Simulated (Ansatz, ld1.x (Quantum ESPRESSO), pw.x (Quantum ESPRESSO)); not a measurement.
**Au: does the PAW potential hold in the solid?**

Au (Z = 79), PAW, made with ld1.x (Quantum ESPRESSO) 7.5 (LDA (PW92), scalar-relativistic). Core [Xe] 4f14, reference 5d10 6s1 6p0. Waves: 6s (bound): rcut 2.50, rcutus 2.65 bohr; 6s channel at 2.85 Ry: rcut 2.50, rcutus 2.65 bohr; 6p (bound, empty): rcut 2.75, rcutus 3.20 bohr; 6p channel at 1.85 Ry: rcut 2.75, rcutus 3.20 bohr; 5d (bound): rcut 2.10, rcutus 2.60 bohr; 5d channel at 1.55 Ry: rcut 2.10, rcutus 2.60 bohr. Local part: all-electron potential smoothed inside 2.15 bohr (lloc = -2). Core correction: a·sin(br)/r model core inside 2.30 bohr. Augmentation charge: PSQ, inside the norm-conserving radii.

Atomic tests: cutoffs needed: 15 Ry and 25 Ry (the cutoffs (Ry, on a coarse ladder) from which the occupation-weighted sum of valence levels, in a spherical-Bessel basis at the reference potential, stays within 10 and 1 mRy of its value at 400 Ry); ghost test: no extra level below or beside the all-electron valence levels (s, p, d, f tested) (spherical-Bessel basis up to 400 Ry, 20 bohr box); configuration tests: 1 of 9 tests not solved or not reliable.

Crystal test: sc Au in pw.x 7.5, no spin, 12³ k-points, Fermi–Dirac smearing 0.01 Ry, cutoffs 40/320 Ry. The reference is all-electron LAPW (Ansatz 0.2.0) with the same functional, mesh and smearing; V0 and B0 come from Birch–Murnaghan fits to the pressures at five volumes. Errors are pseudo minus all-electron; Δ is the rms difference of the E(V) curves that follow from these fits, minima aligned, over ±6 % about the mean V0. Mesh and smearing are coarse, so the numbers serve the comparison and aren't converged zero-temperature values; the lattice is a test structure that the element need not adopt.

All-electron: a0 = 2.667 Å (V0 = 18.97 Å³/atom), B0 = 148.3 GPa.

**Question.** How far does the potential miss the all-electron equation of state?

**Answer.** mean pressure error (GPa): +1.98; a0 (Å): 2.679; a0 error (%): +0.43; B0 error (%): -1.7; Δ (meV/atom): 8.0. The largest radius (3.20 bohr) exceeds half the bond length (2.52 bohr), so the spheres overlap, which is one possible source of error among others. Atomic configuration tests: 1 of 9 tests not solved or not reliable.

```csv
V (Å³/atom),P all-electron (GPa),P pseudo (GPa)
18.032,8.71,11.15
18.506,3.96,6.14
18.981,-0.06,1.88
19.456,-3.47,-1.73
19.930,-6.35,-4.77
```

**Question.** At the middle volume, how do free energy and pressure move when the wave cutoff is lowered (ecutrho held at 320 Ry)?

**Answer.**

```json
{"cutoff (Ry)": "18", "shift of F (meV/atom)": "+44.8", "shift of P (GPa)": "-0.01"}
{"cutoff (Ry)": "24", "shift of F (meV/atom)": "+13.5", "shift of P (GPa)": "-0.68"}
{"cutoff (Ry)": "32", "shift of F (meV/atom)": "+3.4", "shift of P (GPa)": "+0.00"}
```

The run at the middle volume (84 k-points, 6 iterations) took about 8.3 s on one core of a shared host (Neoverse-V1, 64 threads, 495 GiB, load 25).
